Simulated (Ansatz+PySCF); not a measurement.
## doublet CH₄N: levels of theory in one basis

```xyz
6

C     0.0000    0.0146   -0.3734
N     0.0000    0.5842    0.9459
H     0.0000   -0.1964    1.6118
H     0.0000    0.7992   -1.1306
H     0.8376   -0.6008   -0.5268
H    -0.8376   -0.6008   -0.5268
```

Basis set: cc-pVTZ (spherical functions). Correlated methods keep 2 orbitals frozen. Correlation on ROHF uses semicanonical orbitals with singles. Charge 0, multiplicity 2.

Computed with Ansatz (development build ahead of 0.2.0); each method stands on the lowest determinant of its kind that the runs found.

| method | E − E(ROHF) (eV) | <S²> of the determinant |
| --- | --- | --- |
| ROHF | 0.00 | 0.75 |
| UHF | -0.15 | 0.76 |
| ROHF-MP2 | -9.81 | – |
| UHF-MP2 | -9.79 | 0.76 |

(1) What does ROHF-CCSD(T) give on the same scale?

(2) Is a single determinant a sound starting point here?

Answers

(1) -10.94 eV.

(2) By this sign, yes. Unrestricted orbitals gain 0.15 eV and <S²> is 0.76 against 0.75 for a pure state.
